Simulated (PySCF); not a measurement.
Species: C6H9 (doublet state).
Atom-mapped SMILES: `[CH2:1][CH2:2][C:3]([CH3:4])=[C:5]=[CH2:6]` (hydrogens: H7, H8 on C1; H9, H10 on C2; H11, H12, H13 on C4; H14, H15 on C6)

Geometry (GFN2-xTB, Å), atoms numbered from 1 in this order:
```xyz
15
C6H9 angstrom
C     -1.9617   -0.7492    0.0346
C     -0.9403   -0.6043   -1.0094
C      0.2188    0.2315   -0.4423
C      0.0074    1.7169   -0.4278
C      1.2841   -0.3443    0.0230
C      2.3415   -0.9530    0.4631
H     -2.6797    0.0303    0.2069
H     -1.8548   -1.5083    0.7854
H     -0.5494   -1.5774   -1.3115
H     -1.3352   -0.0805   -1.8829
H     -0.1138    2.0871   -1.4462
H      0.8547    2.2215    0.0302
H     -0.8938    1.9642    0.1313
H      3.1919   -1.1507   -0.1715
H      2.4258   -1.2760    1.4895
```

The hyperfine couplings belong to this conformer and change with its torsions.

Computed with UKS B3LYP, pcH-1 on C H, non-relativistic, mean-field spin-orbit, GIAO in PySCF 2.14.0. One conformer (not necessarily the lowest) at the GFN2-xTB geometry, without solvent, vibrations or thermal averaging. Couplings are sensitive to structure, and on GFN2-xTB geometries they can be far from those on DFT ones. Stability of the SCF solution: not tested.

**Question.** The isotropic 13C couplings are +98.3, +86.8, -29.1, -2.1, +0.6 MHz. Assign them to C1; C2; C3; C4; C5.

**Answer.** 
| site | a_iso (MHz) | ρ(0) (bohr⁻³) | position | distance from C1 (Å) | spin population | largest \|T\| (MHz) |
| --- | --- | --- | --- | --- | --- | --- |
| C1 | +98.3 | +0.0874 | largest spin population | 0.00 | +1.06 | 159.6 |
| C2 | -29.1 | -0.0259 | 1 bond from C1 | 1.47 | -0.08 | 2.3 |
| C3 | +86.8 | +0.0772 | 2 bonds from C1 | 2.44 | +0.04 | 13.5 |
| C4 | -2.1 | -0.0019 | 3 bonds from C1 | 3.19 | 0.00 | 0.8 |
| C5 | +0.6 | +0.0005 | 3 bonds from C1 | 3.27 | +0.02 | 6.5 |

ρ(0) is the spin density at the nucleus and T the dipolar tensor; entries for several nuclei are means. The Mulliken spin populations are largest on C1 (+1.06) and C2 (-0.08). No atom but C1 exceeds +0.15. The angles at C1 add up to 358.3°, so it is nearly planar; its axial dipolar tensor and the negative couplings of its protons fit spin in a p orbital normal to that plane.

Means are taken over nuclei equivalent by connectivity, which assumes that they swap fast. H14 and H15 aren't averaged: C6 is flat or nearly so (angle sum 360°), and its turn about the short C6–C5 bond (1.30 Å) is taken as slow.

Time: 35 s (with the writing of density and orbital grids); peak memory 0.87 GiB. Hardware: an Arm Neoverse V2 with one thread, shared host.
